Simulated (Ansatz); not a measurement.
# Si₂HCl (SMILES [SiH]#[Si]Cl): functionals against CCSD(T) at one geometry

An exercise on one series of results from a longer session: the logs are not shown, and one member is left open.

Program: Ansatz 0.2.0, Gaussian basis. Level of theory: single points in def2-TZVPP. These are calculated values, not measurements.

Cores are frozen in the correlated methods.

## Starting geometry

SMILES `[SiH]#[Si]Cl`, 4 atoms, charge 0, spin multiplicity 1.

Atoms are counted from 1 here; the program's logs count them from 0.

Bond lengths: Si1–Si2 2.250 Å, Si1–H4 1.497 Å, Si2–Cl3 2.127 Å. Angles: Si2–Si1–H4 161.6°, Si1–Si2–Cl3 88.1°.

Geometry (Å):

```
Si   -0.5911    0.1361   -0.6691
Si    0.6237   -1.4299    0.3961
Cl    1.3893    0.1138    1.6428
H    -1.6412    0.7880   -1.5136
```

The first run:

Input file run/in.yaml:

```yaml
crystal:
  periodic: [false, false, false]
  atoms:
    - {symbol: Si, position_ang: [-0.591144, 0.136097, -0.669055]}
    - {symbol: Si, position_ang: [0.623687, -1.429891, 0.396119]}
    - {symbol: Cl, position_ang: [1.389287, 0.113772, 1.642823]}
    - {symbol: H, position_ang: [-1.641179, 0.787967, -1.513618]}
basis:
  gaussian: {orbitals: def2-TZVPP}
hamiltonian: {xc: pbe, dispersion: d4}
output: {forces: true}
```

Command:

```sh
ansatz run in.yaml --threads 2 --pin off --events-out ev --progress --plain --max-ram 3481MiB
```

Steps of the session up to this table: PBE-D4/def2-TZVPP; r2SCAN-D4/def2-TZVPP; PBE0-D4/def2-TZVPP; wB97M-V/def2-TZVPP; CCSD(T)/def2-TZVPP.

One of the session's tables, all rows but one given; the rest of the session is left out.

```
   method  RMS force component (eV/Å)  angle to CCSD(T) forces (°)  dipole (D)
   PBE-D4                       0.424                         23.8        1.71
r2SCAN-D4                       0.437                         17.9        1.87
  PBE0-D4                       0.422                         21.7        1.95
  wB97M-V                           ?                            ?           ?
  CCSD(T)                       0.341                    reference        2.02
```

Q: Estimate the row for wB97M-V from the others.

As computed: RMS force component (eV/Å): 0.400; angle to CCSD(T) forces (°): 17.3; dipole (D): 1.93. In the column «RMS force component (eV/Å)» it lies between CCSD(T) (0.341) and PBE0-D4 (0.422).

Caveats from the session: CCSD(T) in triple zeta still lacks some correlation energy of the bonds, so part of these gaps is its own basis error and they don't rank the functionals. The T1 diagnostic is large here, over the usual mark for main-group molecules (transition-metal compounds often pass it harmlessly), so CCSD(T) itself may be off.
